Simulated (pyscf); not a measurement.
A first-order saddle from PySCF, ωB97X-D3(BJ)/def2-SVP:

```xyz
13

C     -1.9801    -1.7892    -0.3334
Al    -1.7032     0.2036    -0.9991
H     -1.7171    -2.4617    -1.1649
H     -3.0803    -1.6807    -0.3006
H     -1.7490    -2.3287     0.6036
H     -2.7906     1.1960    -0.4009
H     -1.2913     0.2311    -2.5297
O     -0.2290     0.0506     0.1725
Si     0.7681     0.7761     1.3141
H     -0.8622    -0.9340     0.1697
H      0.1211     0.7224     2.6548
H      2.0666     0.0515     1.3614
H      0.9774     2.1889     0.9002
```

Surface: singlet, charge 0. Lowest wavenumbers (cm⁻¹): 1292i, 31, 42, 44, 109.

Q: What reaction is this the transition state of?

A: H₃C–AlH₂ (SMILES [CH3][AlH2]) + HO–SiH₃ (SMILES O[SiH3]) ⇌ CH₄ (SMILES C) + H₂Al–O–SiH₃ (SMILES [AlH2][O][SiH3]), a four-centre exchange read from left to right: Al–C, H–O broken and C–H, Al–O formed. At ωB97M-D3(BJ)/def2-TZVP it lies -4.3 kcal/mol from the left side and +36.7 kcal/mol from the right (each side as separated species at their lowest minima found). On the reactant side the descent ends in an adduct with a Al–O contact, 22.5 kcal/mol under the separated species and 16.5 kcal/mol under the saddle at ωB97X-D3(BJ)/def2-TZVP. At ωB97M-D3(BJ) the saddle lies under the separated reactants, which points to a path from their complex (located at ωB97X-D3(BJ) alone). What is counted as formed (Al–O) is already present as a longer contact in the reactant adduct; forming that adduct is a step of its own. At the saddle there is also a short Al–H contact that neither side keeps. The same reactants have a lower exit, to H₃C–AlH–OH + SiH₄ (barrier -10.4 kcal/mol at ωB97M-D3(BJ)/def2-TZVP, against -4.3 kcal/mol here). One saddle was located; it need not be the lowest between these sides.
